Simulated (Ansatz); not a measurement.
# CF+ (triplet): wave-function methods side by side, def2-QZVPP

The task here is to estimate one member of a computed series from the others.

The runs use Ansatz 0.2.0, Gaussian basis; def2-QZVPP, core rule «outside noble gas», up to 2 orbitals frozen.

The runs, in order: UHF; ROHF; CCSD(T) on UHF.

2 further runs of the same task are left out: 2 set aside as unsound or not needed.

### The system

The geometry is a PBE0/def2-TZVP stationary point (not a proven minimum).

2 atoms, charge 1, spin multiplicity 3.

Atoms are counted from 1 here; the program's logs count them from 0.

Bond lengths: C1–F2 1.207 Å.

The first run:

File in.yaml:

```yaml
crystal:
  periodic: [false, false, false]
  atoms:
    - {symbol: C, position_ang: [0.000000, 0.000000, 0.000000]}
    - {symbol: F, position_ang: [0.000000, 0.000000, 1.206700]}
basis:
  gaussian: {orbitals: "def2-QZVPP.json"}
total_charge: 1
magnetization: {spin_polarized: true, initial_magnetization: 2}
hamiltonian: {xc: hf}
output: {orbitals: {seedname: orbitals}}
```

Run with:

```sh
$ ansatz run in.yaml --threads 1 --pin off --events-out ev --progress --plain --max-ram 2393MiB
```

Among the steps run: UHF; ROHF; CCSD(T) on UHF.

One of the session's tables, all rows but one given; the rest of the session is left out.

```
  method  from UCCSD(T) (meV)
    ROHF                    ?
     UHF              +9645.5
    UMP2               +471.7
   UCCSD               +358.6
UCCSD(T)                    0
```

Q: Estimate the row for ROHF from the others.

**Answer.** from UCCSD(T) (meV): +9732.3. In the column «from UCCSD(T) (meV)» it is the highest.
